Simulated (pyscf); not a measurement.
PySCF, gas phase, ωB97X-D3(BJ)/def2-SVP geometries.

Q: For •H₂Si–SiH₃ + methane (CH₄) → disilane (H₃Si–SiH₃) + methyl (CH₃•), a hydrogen abstraction (doublet surface; C–H broken, H–Si formed), PBE/def2-TZVP gives ΔE‡ = 22.9 kcal/mol and ΔE = +22.1 kcal/mol (zero: the separated reactants). In which direction and how far do B3LYP-D3(BJ)/def2-TZVP, M06-2X/def2-TZVP, ωB97M-D3(BJ)/def2-TZVP move these?

A: B3LYP-D3(BJ): ΔE‡ = 23.0 kcal/mol, ΔE = +19.0 kcal/mol; M06-2X: ΔE‡ = 27.9 kcal/mol, ΔE = +21.2 kcal/mol; ωB97M-D3(BJ): ΔE‡ = 25.5 kcal/mol, ΔE = +18.8 kcal/mol. PBE's barrier matches one of them and lies within 5.0 kcal/mol of the others. Its reaction energy lies over all of them, by 0.9 to 3.3 kcal/mol. One saddle was located; it need not be the lowest between these sides. The angle at the transferred H is 179°.
